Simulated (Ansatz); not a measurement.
The first iterations of a band of BH₇Si (9 atoms, charge 0, multiplicity 1).

These are results of RKS r2SCAN-D4/def2-SVP in Ansatz 0.2.0, not measurements.

* movable images: 7
* climbing image: yes
* spring: 5.0 eV/Å²
* optimiser: quadratic models (default)
* start path: straight line
* force threshold: 0.05 eV/Å
* iteration limit: 60
* end points: relaxed

Image 0:

```xyz
9
Properties=species:S:1:pos:R:3
B -0.111 -0.074 0.354
H 0.595 0.749 0.885
H 0.574 -0.731 -0.436
H -1.163 0.216 -0.164
Si 0.196 -2.177 0.787
H -0.404 -2.870 -0.383
H 1.670 -2.331 0.899
H -0.399 -2.810 2.011
H -0.484 -0.760 1.376
```

Image 8:

```xyz
9
Properties=species:S:1:pos:R:3
B 0.166 -0.096 0.240
H 0.153 0.787 1.065
H 0.595 0.069 -0.876
H -0.960 -0.603 0.183
Si -0.054 -2.155 0.891
H -0.529 -2.862 -0.328
H 1.119 -2.936 1.407
H -1.049 -2.103 1.994
H 1.036 -0.891 0.755
```

| iteration | highest image above the first end (eV) | largest band force component (eV/Å) |
| --- | --- | --- |
| 1 | 1.686 | 5.469 |
| 2 | 0.478 | 2.644 |
| 3 | 0.140 | 1.122 |

Q: Does the band converge within its limit, and where does its top end?

A: The forces met the threshold. It ended after 9 iterations with the highest image 0.055 eV above the first end. Another band between the same ends (7 images) ends at a top of the same energy, where a vibrational analysis finds 1 clearly imaginary mode.

Time of the run: 56 s on 1 thread of AMD EPYC 9R45 96-Core Processor (Zen 5), with other jobs on the host, peak memory 0.14 GiB.
